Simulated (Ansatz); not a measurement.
**Worked example: a bond strength in C2F3 (trifluorovinyl radical)**

C2F3: 5 atoms, total charge 0, spin state doublet. As SMILES, `F[C]=C(F)F`. Geometry: optimised at B3LYP/def2-SVP.

```xyz
5

F     0.5828   -1.0384    1.5220
C     0.5099    0.0372    0.7914
C    -0.1287    0.2495   -0.3476
F    -0.8541   -0.6531   -0.9879
F    -0.1099    1.4049   -0.9778
```

Wanted: the dissociation energy of the C3–C2 bond into singlet CF2 and doublet CF (shapes relaxed at B3LYP/def2-SVP, no zero-point term). 1 Eh = 2625.50 kJ/mol = 27.2114 eV. Totals in Eh; open shells run unrestricted unless said.

| level | program | C2F3 | singlet CF2 | doublet CF |
| --- | --- | --- | --- | --- |
| UBLYP/def2-SVP | Ansatz | -375.266493 | -237.491802 | -137.657627 |
| UPBE0-D4/def2-SVP | Ansatz | -374.938772 | -237.278008 | -137.527824 |
| RPA@PBE/def2-SVP, 5 core orbitals frozen | Ansatz | -374.715382 | -237.154581 | -137.468973 |

Question: Work out the dissociation energy at each level.

Answer: 
1. UBLYP/def2-SVP: (-237.491802) + (-137.657627) − (-375.266493) = 0.117064 Eh = 307.4 kJ/mol = 3.19 eV.
2. UPBE0-D4/def2-SVP: (-237.278008) + (-137.527824) − (-374.938772) = 0.132940 Eh = 349.0 kJ/mol = 3.62 eV.
3. RPA@PBE/def2-SVP: (-237.154581) + (-137.468973) − (-374.715382) = 0.091828 Eh = 241.1 kJ/mol = 2.50 eV.

The levels span 241 to 349 kJ/mol; no measured value is set beside them. A fragment with an even electron count was run as a singlet and may have a lower triplet. A bond enthalpy at 298 K also holds the loss of zero-point energy and thermal terms.
